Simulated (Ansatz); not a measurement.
Abridged output of a molecular run in Ansatz:

```
Functional definition: HF
  name "HF"
  cite "Fock, Z. Phys. 61, 126 (1930) doi:10.1007/BF01340294"
  parent pbe
  exchange = exact_x
  correlation = 0
these checks for a lower state are left out or cut short: cluster_reference
270 factors; integrals over basis functions are off by at most 8.6e-4 eV
mean field evaluation 1: about -1041.2524 eV, gradient 7.1e0 eV
mean field evaluation 2: about -1041.2525 eV, gradient 7.1e0 eV
mean field evaluation 4: about -1041.7143 eV, gradient 5.6e-1 eV
mean field evaluation 8: about -1041.7188 eV, gradient 7.8e-4 eV
mean field evaluation 16: about -1041.8112 eV, gradient 1.2e-2 eV
mean field evaluation 32: about -1041.7198 eV, gradient 9.6e-3 eV
mean field -1041.81125531 eV, -38.2858574675 hartree, gradient 2.6e-6 eV, S^2 1.100530; 8 other end points of the search recorded, 0 dependent functions left out
1 core orbitals not correlated: weight in the atoms' cores, before any rotation towards them, 1.000 or more for the frozen orbitals, at most 0.000 for the correlated occupied ones
reference -1041.81125531 eV, -38.2858574675 hartree; 3, 2 occupied and 41, 42 virtual orbitals, 270 factors
second order -2.51007301 eV of doubles, -0.00000000 eV of singles
cycle   1  -2.92388571 eV  change   -4.1e-1 eV  update   5.1e-2
cycle   2  -3.11856413 eV  change   -1.9e-1 eV  update   3.1e-2
cycle   3  -3.17572754 eV  change   -5.7e-2 eV  update   2.2e-2
cycle   4  -3.22929609 eV  change   -5.4e-2 eV  update   1.6e-2
cycle   5  -3.25333511 eV  change   -2.4e-2 eV  update   1.0e-2
cycle   6  -3.26617255 eV  change   -1.3e-2 eV  update   7.6e-3
cycle   7  -3.28095586 eV  change   -1.5e-2 eV  update   5.9e-3
cycle   8  -3.29291670 eV  change   -1.2e-2 eV  update   4.2e-3
cycle   9  -3.30036715 eV  change   -7.5e-3 eV  update   2.1e-3
cycle  10  -3.30159368 eV  change   -1.2e-3 eV  update   8.4e-4
cycle  11  -3.30156645 eV  change    2.7e-5 eV  update   4.1e-4
cycle  12  -3.30129666 eV  change    2.7e-4 eV  update   2.0e-4
cycle  13  -3.30152278 eV  change   -2.3e-4 eV  update   1.1e-4
cycle  14  -3.30158416 eV  change   -6.1e-5 eV  update   4.8e-5
cycle  15  -3.30158108 eV  change    3.1e-6 eV  update   1.8e-5
cycle  16  -3.30158285 eV  change   -1.8e-6 eV  update   8.0e-6
cycle  17  -3.30158488 eV  change   -2.0e-6 eV  update   3.6e-6
perturbative correction -0.09262368 eV, -0.0034038573 hartree
Total energy: -1045.20546386 eV, -38.4105923311 hartree
Checks for a lower state left out: cluster_reference
```

Its atoms:

Cartesian coordinates in Å:
```
C -0.076 0.502 0.240
H 0.076 -0.502 -0.240
```

Task: Which basis set was used?
A. def2-QZVPP
B. def2-TZVPP
C. def2-TZVPPD
D. def2-SVP

Result: B. It gives 45 functions.

Task: Write the keys of the input that set method, charge and spin (a neutral closed shell needs none for the last two).

Result: 
```yaml
magnetization: {spin_polarized: true, initial_magnetization: 1}
correlation: {method: ccsd_t}
scf: {omitted_lower_state_checks: [cluster_reference]}
```
